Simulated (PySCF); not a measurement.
# Tetrafluoroethylene: calculation and literature

Bonds (- single, = double, # triple, : aromatic): F1-C2 1.308 Å, C2-F3 1.308 Å, C2=C4 1.329 Å, C4-F5 1.308 Å, C4-F6 1.308 Å.

In vacuum, one computed conformer, non-relativistic Hamiltonian, equivalent nuclei averaged. Coordinates at the PBE0-D3(BJ)/def2-SVP level; shieldings: GIAO CAM-B3LYP/pcSseg-2; J couplings at B3LYP/pcJ-1; PySCF.

Reference values: measured (G. Saielli, R. Bini, A. Bagno, Computational 19F NMR. 2. Organic compounds, RSC Adv. 2014, ESI (exp. from Berger-Braun-Kalinowski 1994 and Everett 1995)).
```
      atoms        quantity  reference  computed
F1/F3/F5/F6  δ ¹⁹F vs CFCl3     -134.0    -130.9
```

Reference values: measured (gas, 300 K; M. E. Harding, PhD thesis, Mainz 2008 (Harding, Lenhart, Auer, Gauss, JCP 2008, 128, 244111)).
| atoms | quantity | reference | computed |
| --- | --- | --- | --- |
| F1/F3/F5/F6 | σ ¹⁹F | 330.4 | 316.9 |

Reference values: CCSD(T)/13s9p4d3f + vibration and temperature (MP2) (gas, 300 K; M. E. Harding, PhD thesis, Mainz 2008 (Harding, Lenhart, Auer, Gauss, JCP 2008, 128, 244111)).
```
      atoms  quantity  reference  computed
F1/F3/F5/F6     σ ¹⁹F      331.6     316.9
```

Reference values: CCSD(T)/cc-pVQZ (gas (isolated, no vibration); M. Maurer, PhD thesis, LMU Munich (Maurer, Ochsenfeld, JCTC 2015 SI; set of Flaig et al., JCTC 2014, 10, 572)).
```
      atoms                     quantity  reference  computed
F1/F3/F5/F6  δ ¹⁹F vs CFCl3 (same level)     -129.7    -130.9
```

Absolute shieldings are compared as such; zero-point and thermal motion, absent here, lowers them by some tenths of a ppm for H, a few ppm for C and up to about 10 ppm for F.

Computed shifts are σ(ref) − σ with the named reference compound (TMS for H and C) calculated as an isolated molecule at the same level.

Coupling constants in Hz:
```tsv
coupling	reference	computed	source
²J(F1,F3)	124.0	45.0	measured; Jessen and Sauer, arXiv:2312.00705
³J(F1,F5)	73.3	-147.9	measured; Jessen and Sauer, arXiv:2312.00705
³J(F1,F6)	-114.0	119.4	measured; Jessen and Sauer, arXiv:2312.00705
```

(1) How far are the unscaled ¹⁹F shifts from the references?

(2) How far are the unscaled ¹⁹F shieldings from the references?

## Answers

(1) Mean signed difference +0.95 ppm, mean absolute 2.15 ppm over 2 comparisons; the largest is +3.1 ppm at F1/F3/F5/F6 (vinylic fluorine).

(2) Mean signed difference -14.10 ppm, mean absolute 14.10 ppm over 2 comparisons; the largest is -14.7 ppm at F1/F3/F5/F6 (vinylic fluorine).

7 of the 13 published NMR values on file for this molecule are compared. The rest: values from further sources, other calculations.
